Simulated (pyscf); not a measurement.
Optimised with ωB97X-D3(BJ)/def2-SVP in PySCF.

### Question
For H₂N–NH₂ + BH₃ → H₂B–NH–NH₂ + H₂, a four-centre exchange (singlet surface; H–N, B–H broken, B–N, H–H formed), PBE/def2-TZVP gives ΔE‡ = -18.4 kJ/mol and ΔE = -153.6 kJ/mol (zero: the separated reactants). In which direction and how far do r²SCAN/def2-TZVP, M06-2X/def2-TZVP, ωB97M-D3(BJ)/def2-TZVP move these?

### Answer
r²SCAN: ΔE‡ = -6.7 kJ/mol, ΔE = -152.2 kJ/mol; M06-2X: ΔE‡ = 14.7 kJ/mol, ΔE = -148.4 kJ/mol; ωB97M-D3(BJ): ΔE‡ = 14.4 kJ/mol, ΔE = -143.8 kJ/mol. PBE's barrier lies under all of them, by 11.7 to 33.0 kJ/mol. Its reaction energy lies under all of them, by 1.4 to 9.9 kJ/mol. Low barriers are usual for a GGA, whose delocalisation error favours stretched bonds. On the reactant side the descent ends in an adduct with a B–N contact, 156.9 kJ/mol under the separated species and 174.7 kJ/mol under the saddle at ωB97X-D3(BJ)/def2-TZVP. At PBE, r²SCAN the saddle lies under the separated reactants, which points to a path from their complex (located at ωB97X-D3(BJ) alone). What is counted as formed (B–N) is already present as a longer contact in the reactant adduct; forming that adduct is a step of its own. At the saddle there is also a short B–H contact that neither side keeps. H₂B–NH–NH₂ lies 257.9 kJ/mol over its isomer H₂N–BH–NH₂ (electronic energy, ωB97M-D3(BJ)/def2-TZVP). One saddle was located; it need not be the lowest between these sides.
